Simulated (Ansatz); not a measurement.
in.yaml

```yaml
crystal:
  periodic: [false, false, false]
  atoms:
    - {symbol: Ge, position_ang: [-0.047913, 0.000000, 0.304305]}
    - {symbol: N, position_ang: [0.195038, 0.000001, -1.544631]}
    - {symbol: H, position_ang: [0.709871, -1.259522, 0.807100]}
    - {symbol: H, position_ang: [0.709872, 1.259520, 0.807101]}
    - {symbol: H, position_ang: [-0.677115, 0.000001, -2.080067]}
basis:
  gaussian: {orbitals: cc-pVDZ}
magnetization: {spin_polarized: true, initial_magnetization: 0}
hamiltonian: {pseudopotentials: {relativity: scalar}}
correlation: {method: bccd, electrons: outside_noble_gas}
scf: {lower_state_search: off}
output: {forces: true}
```

```sh
$ ansatz run in.yaml --threads 1 --pin off --events-out ev --progress --plain --max-ram 2393MiB
```

Log:

```
these checks for a lower state are left out or cut short: starts, cluster_reference, orbital_swaps, neighbouring_geometries, increment
593 factors; integrals over basis functions are off by at most 1.1e-3 eV
mean field evaluation 1: about -58458.7526 eV, gradient 3.0e1 eV
mean field evaluation 2: about -58458.7547 eV, gradient 3.0e1 eV
mean field evaluation 4: about -58464.0540 eV, gradient 2.5e0 eV
mean field evaluation 8: about -58464.2460 eV, gradient 2.3e-1 eV
mean field evaluation 16: about -58464.2471 eV, gradient 4.4e-4 eV
mean field evaluation 32: about -58466.1438 eV, gradient 5.0e-2 eV
mean field -58466.14365752 eV, -2148.5911496383 hartree, gradient 2.6e-6 eV, S^2 1.010771; 2 other end points of the search recorded, 0 dependent functions left out
15 core orbitals not correlated: weight in the atoms' cores, before any rotation towards them, 0.997 or more for the frozen orbitals, at most 0.002 for the correlated occupied ones
reference -58466.14365752 eV, -2148.5911496383 hartree; 6, 6 occupied and 35, 35 virtual orbitals, 593 factors
second order -5.91081708 eV of doubles, -0.00000000 eV of singles
cycle   1  -6.56322743 eV  change   -6.5e-1 eV  update   7.0e-2
cycle   2  -6.81264001 eV  change   -2.5e-1 eV  update   2.6e-2
cycle   3  -6.85821451 eV  change   -4.6e-2 eV  update   1.6e-2
cycle   4  -6.85405214 eV  change    4.2e-3 eV  update   8.5e-3
cycle   5  -6.85398255 eV  change    7.0e-5 eV  update   4.7e-3
cycle   6  -6.85449827 eV  change   -5.2e-4 eV  update   2.6e-3
cycle   7  -6.85498045 eV  change   -4.8e-4 eV  update   1.5e-3
cycle   8  -6.85560233 eV  change   -6.2e-4 eV  update   1.1e-3
cycle   9  -6.85585584 eV  change   -2.5e-4 eV  update   8.1e-4
cycle  10  -6.85598669 eV  change   -1.3e-4 eV  update   4.7e-4
cycle  11  -6.85623461 eV  change   -2.5e-4 eV  update   2.4e-4
cycle  12  -6.85620880 eV  change    2.6e-5 eV  update   9.8e-5
cycle  13  -6.85621935 eV  change   -1.1e-5 eV  update   4.5e-5
cycle  14  -6.85618336 eV  change    3.6e-5 eV  update   2.1e-5
cycle  15  -6.85618013 eV  change    3.2e-6 eV  update   8.8e-6
cycle  16  -6.85618019 eV  change   -6.0e-8 eV  update   4.3e-6
cycle  17  -6.85618208 eV  change   -1.9e-6 eV  update   2.1e-6
cycle  18  -6.85618158 eV  change    5.0e-7 eV  update   9.6e-7
cycle  19  -6.85618081 eV  change    7.7e-7 eV  update   5.5e-7
cycle  20  -6.85618050 eV  change    3.1e-7 eV  update   2.9e-7
the calculation of the forces begins
Total energy: -58472.99983802 eV, -2148.8431096245 hartree
Relativity: scalar
Atom 0 at    -0.047913     0.000000     0.304305 Å, force     0.120804    -0.000000     0.509900 eV/Å
Atom 1 at     0.195038     0.000001    -1.544631 Å, force     0.549708    -0.000000    -0.373228 eV/Å
Atom 2 at     0.709871    -1.259522     0.807100 Å, force    -0.095623     0.040769     0.012581 eV/Å
Atom 3 at     0.709872     1.259520     0.807101 Å, force    -0.095623    -0.040769     0.012581 eV/Å
Atom 4 at    -0.677115     0.000001    -2.080067 Å, force    -0.479266     0.000000    -0.161835 eV/Å
Dipole moment:    -0.321741     0.000000     0.042936 e Å
Checks for a lower state left out: starts, cluster_reference, orbital_swaps, neighbouring_geometries, increment
```

Forces (eV/Å):
```
Ge   0.121  0.000  0.510
N    0.550  0.000 -0.373
H   -0.096  0.041  0.013
H   -0.096 -0.041  0.013
H   -0.479  0.000 -0.162
```

Ran on 1 thread of Arm Neoverse V2, shared host: 6.5 s wall, 0.21 GiB peak host memory.
